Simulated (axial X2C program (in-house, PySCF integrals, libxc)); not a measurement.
**AlF⁺: from Re and ωe to a spectrum**

A bond curve at the CCSD(T) level, two-component, was computed with an in-house relativistic program for diatomic molecules (basis Al dyall-v3z [8s8p2d1f], F dyall-av3z [7s6p3d2f] (cores contracted in-house)) for the state Ω = 1/2 (⟨Sz⟩ = 0.50, ⟨Lz⟩ = 0.00 at HF). Its fit gives Re = 1.6133 Å, ωe = 934.1 cm⁻¹, ωexe = 4.7 cm⁻¹ and αe = 4.350e-03 cm⁻¹; the masses are 26.9815 and 18.9984 u. Two-component means X2C with spin–orbit coupling and atomic mean-field Coulomb and Gaunt terms.

Correlated methods: 9 electrons correlated (number of frozen shells: Al 2 s, 1 p; F 1 s), 169 virtual spin orbitals or spinors in MP2, 90 natural virtuals in coupled cluster.

Question: Find the reduced mass, Be and the force constant.

Answer: From the CCSD(T) values: μ = 11.1485 u. Be = 16.8576/(μ Re²) = 0.581 cm⁻¹. k = 5.8918×10⁻⁷ μ ωe² = 5.73 mdyn/Å.

Question: Estimate De from a Morse curve and compare with the computed well depth of 3.128 eV to Al+ + F.

Answer: De(Morse) = ωe²/(4ωexe) = 5.754 eV against 3.128 eV computed, a ratio of 1.84. The extrapolation overshoots: the well softens faster than a Morse curve, or the lowest atomic limit lies below the one to which the curve heads.

Question: Estimate the centrifugal constant by the Kratzer relation.

Answer: D = 4Be³/ωe² = 8.99e-07 cm⁻¹.

Question: A Morse curve ties αe to the other constants (Pekeris). How well does that hold?

Answer: αe(Morse) = 6Be²/ωe × (√(ωexe/Be) − 1) = 3.998e-03 cm⁻¹; the CCSD(T) curve gives 4.350e-03 cm⁻¹, a ratio of 0.92.

Question: Where do the fundamental and the first overtone lie?

Answer: ν(1←0) = ωe − 2ωexe = 924.7 cm⁻¹; ν(2←0) = 2ωe − 6ωexe = 1840.0 cm⁻¹.

One determinant describes the state; a PBE0 search over occupations chose it and may have missed a lower one. Dissociation energies refer to the lowest single-determinant-based atoms at the same level and basis. Coupled cluster ran in a truncated set of natural virtual spinors; the MP2 energy of the rest was added. (T) has no such correction and the atoms are truncated less, which lowers De at CCSD(T) by a hundredth of an eV or more.
